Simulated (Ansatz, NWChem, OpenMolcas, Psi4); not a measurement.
Computed against measured: atomisation enthalpy at 298 K

8 molecules with open shells; the atomisation enthalpy at 298 K in kJ/mol, computed less measured. Shapes, held fixed at every level: PBE0-D4/def2-TZVP. Flexible molecules stand in one conformer, not always the lowest. Thermal terms are harmonic and unscaled (PBE0-D4/def2-TZVP); the spin-orbit lowering of the free atoms is taken from their spectra. Programs: Ansatz 0.2.0, NWChem 7.3.0, OpenMolcas 26.06, Psi4 1.11. A level may come from different programs for different species; with the same settings they agree closely. Measured values: Active Thermochemical Tables.

Levels: A = B3LYP/6-31G* (Cartesian functions); B = CCSD(T)/def2-SVP; C = CCSD(T)/CBS estimate.

| molecule | from tabulated heats | A | B | C |
| --- | --- | --- | --- | --- |
| N2H (SMILES [N]=N) | 913 | +5 | -101 | -7 |
| C2HO (ethynyloxy radical) | 1723 | -3 | -93 | -13 |
| CH3 (methyl radical) | 1224 | +1 | -52 | -1 |
| CH3O (SMILES [CH2]O) | 1636 | -25 | -100 | -1 |
| N2H3 (hydrazinyl radical) | 1374 | -6 | -145 | -1 |
| C2H3O (acetyl radical) | 2347 | -7 | -107 | -8 |
| C3H3 (cyclopropenyl radical) | 2318 | -13 | -100 | -11 |
| C2H5O (ethoxy radical) | 2784 | +11 | -128 | -4 |

(1) Sum up the errors.

## Answers

(1) 
```json
{"level": "B3LYP/6-31G* (Cartesian functions)", "kind": "global hybrid", "mean error": "-4.6", "mean absolute error": "8.9", "worst case": "CH3O"}
{"level": "CCSD(T)/def2-SVP", "kind": "coupled cluster or CI", "mean error": "-103.2", "mean absolute error": "103.2", "worst case": "N2H3"}
{"level": "CCSD(T)/CBS estimate", "kind": "coupled cluster or CI", "mean error": "-5.8", "mean absolute error": "5.8", "worst case": "C2HO"}
```

On this set CCSD(T)/CBS estimate has the smallest mean absolute error and CCSD(T)/def2-SVP the largest. CCSD(T)/def2-SVP is too low in 8 of 8; CCSD(T)/CBS estimate is too low in 8 of 8. Correlated wave functions converge slowly with the basis. Spin contamination: N2H (⟨S²⟩ up to 0.85), C2HO (⟨S²⟩ up to 0.81). Open shells run unrestricted. The CBS estimate extrapolates MP2 from def2-TZVPP and def2-QZVPP and adds CCSD(T) − MP2 in the triple-zeta set, cores frozen. The set is small.
